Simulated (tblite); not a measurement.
Run record: tight-binding relaxation, `C(C[S])OC=C` [radical].

Computed with GFN2-xTB geometry optimisation, gas phase (tblite 0.8.0). Start geometry: from a force field or distance geometry. A driver script takes a list of jobs; this job's settings line and coordinates (Å) are shown.

Command:
```bash
OMP_NUM_THREADS=1 python probes_run.py task.json out
```

Input:
```
{"job": {"kind": "relax", "xc": "GFN2-xTB", "basis": "xTB"}, "charge": 0, "multiplicity": 2}
C      2.471400    -0.498800     0.269600
C      1.526100     0.219400    -0.361400
O      0.280100     0.448100     0.197500
C     -0.869700    -0.139500    -0.398700
C     -2.061600     0.290000     0.418200
S     -2.275600     2.062900     0.413900
H      3.406700    -0.615000    -0.247400
H      2.302700    -0.937300     1.260700
H      1.761700     0.635800    -1.341600
H     -0.731300    -1.258200    -0.258700
H     -0.954800     0.049900    -1.486500
H     -2.970800    -0.233500     0.040700
H     -1.889300    -0.023200     1.475900
```

What does the run print?

```
step      E/eV     max force
  0    -526.53500    1.748
  1    -526.61713    0.934
  2    -526.64713    0.585
  3    -526.66589    0.346
  4    -526.68149    0.326
  5    -526.68708    0.295
  6    -526.69924    0.300
  7    -526.70583    0.315
  8    -526.71398    0.260
  9    -526.71982    0.223
... (99 lines left out)
109    -527.01679    0.073
110    -527.01770    0.069
111    -527.01841    0.056
112    -527.01889    0.058
113    -527.01921    0.036
114    -527.01940    0.034
115    -527.01952    0.027
116    -527.01960    0.020
117    -527.01964    0.012
118    -527.01965    0.007
```

«max force» is the largest atomic force in eV/Å.

From which step on does the largest force stay under 0.1 eV/Å, and how much energy is left to gain from there?

From step 99 (0.094 eV/Å), 8.9 meV above the end.

In short: energy lowered by 11.2 kcal/mol over 118 steps; largest atomic force 0.007 eV/Å at the end.

Time: 0.67 s wall. Hardware: one thread, Arm Neoverse V1 (aarch64) (shared host).
Labels such as C1 count atoms from 1, the log's own numbers from 0.
